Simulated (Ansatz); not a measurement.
Results of HSE06 (plane waves, PAW; Ansatz, an electronic-structure program) for pyrite RuS₂.

Run with plane-wave cutoff 460 eV, 4×4×4 k mesh, Fermi–Dirac smearing 0.01 eV, no spin polarisation, scalar-relativistic PAW data made under PBE.

Cell (relaxed at this level):

```
CELL_PARAMETERS angstrom
      5.59899     0.00000     0.00000
      0.00000     5.59899     0.00000
      0.00000     0.00000     5.59899
ATOMIC_POSITIONS crystal
  Ru 0.00000 0.50000 0.50000
  Ru 0.50000 0.50000 0.00000
  Ru 0.50000 0.00000 0.50000
  Ru 0.00000 0.00000 0.00000
  S  0.61012 0.88988 0.11012
  S  0.38988 0.11012 0.88988
  S  0.88988 0.11012 0.61012
  S  0.11012 0.88988 0.38988
  S  0.11012 0.61012 0.88988
  S  0.88988 0.38988 0.11012
  S  0.38988 0.38988 0.38988
  S  0.61012 0.61012 0.61012
```

Question: Give the computed band gap and smallest direct gap on the k points sampled.

Answer: 
band gap: 1.98 eV
smallest direct gap on the k points sampled: 2.40 eV

Spin–orbit coupling is not included.

Computing time: around 50 core-minutes (rough).
